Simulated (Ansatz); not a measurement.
One crystal and one scan (energy against volume) at two levels, PBE (plane waves to 420 eV, PAW, scalar-relativistic; Ansatz, a program for electronic structure) and r2SCAN (plane waves to 500 eV, PAW, scalar-relativistic; Ansatz), each from its own relaxed cell and on its own mesh. The cell shown is that of PBE.

Ta (bcc, W type)

```yaml
crystal:
  lattice:
    - [-1.65987, 1.65987, 1.65987]
    - [1.65987, -1.65987, 1.65987]
    - [1.65987, 1.65987, -1.65987]
  atoms:
    - { symbol: Ta, position: [0.00000, 0.00000, 0.00000] }
```

Equation-of-state scan: isotropic scaling of the cell above, V₀ being its volume. Symmetry pins the atoms to their sites.

Energies are smeared free energies. Spin-orbit coupling is left out, though Ta is heavy. Ta is run without spin polarisation. Ta was relaxed with its symmetry unable to fall. The PAW data are Ansatz's earlier set. Percentages come from the unrounded values. Both scans cover V/V₀ from 0.900 to 1.100.

Results of PBE:

```
Item                                                     Value
-------------------------------------------------------  -----
Lattice constant a (Å)                                   3.320
Pressure at the smallest volume (GPa)                     25.1
Energy cost of the largest compression (meV/atom)          132
Energy cost of the largest expansion (meV/atom)             96
Bulk modulus B₀ (third-order Birch-Murnaghan fit) (GPa)  195.8
Pressure for 5 % compression (fit) (GPa)                  11.1
```

**Question.** What does r2SCAN give for the same quantities?

**Answer.** 
```json
[
 {"quantity": "Lattice constant a (Å)", "r2SCAN": "3.305", "PBE − r2SCAN": "+0.015 (+0.4 %)"},
 {"quantity": "Pressure at the smallest volume (GPa)", "r2SCAN": "26.1", "PBE − r2SCAN": "-1.0 (-4 %)"},
 {"quantity": "Energy cost of the largest compression (meV/atom)", "r2SCAN": "136", "PBE − r2SCAN": "-4 (-3 %)"},
 {"quantity": "Energy cost of the largest expansion (meV/atom)", "r2SCAN": "98", "PBE − r2SCAN": "-2 (-2 %)"},
 {"quantity": "Bulk modulus B₀ (third-order Birch-Murnaghan fit) (GPa)", "r2SCAN": "203.4", "PBE − r2SCAN": "-7.6 (-3.7 %)"},
 {"quantity": "Pressure for 5 % compression (fit) (GPa)", "r2SCAN": "11.5", "PBE − r2SCAN": "-0.4 (-4 %)"}
]
```

PBE gives the higher value for: lattice constant a. PBE gives the lower value for: pressure at the smallest volume; energy cost of the largest compression; bulk modulus B₀; pressure for 5 % compression. For the lattice constant a the reference is 3.299 Å (measured, corrected to the static lattice; as given in Daniel Mejia-Rodriguez, S. B. Trickey, Physical Review B (2018), arXiv:1807.09216): r2SCAN lies nearer. For the bulk modulus B₀ the reference is 198 GPa (measured, corrected to the static lattice; as given in H. Levämäki, M. P. J. Punkkinen, K. Kokko et al., Physical Review B (2014), arXiv:1402.3671): within its tolerance of 5 % it doesn't tell which level is nearer.  Neither level is exact: the differences show how much the result hangs on the functional.

(Under strain, the slope of the energy per volume gives the stress and its curvature an elastic modulus.)
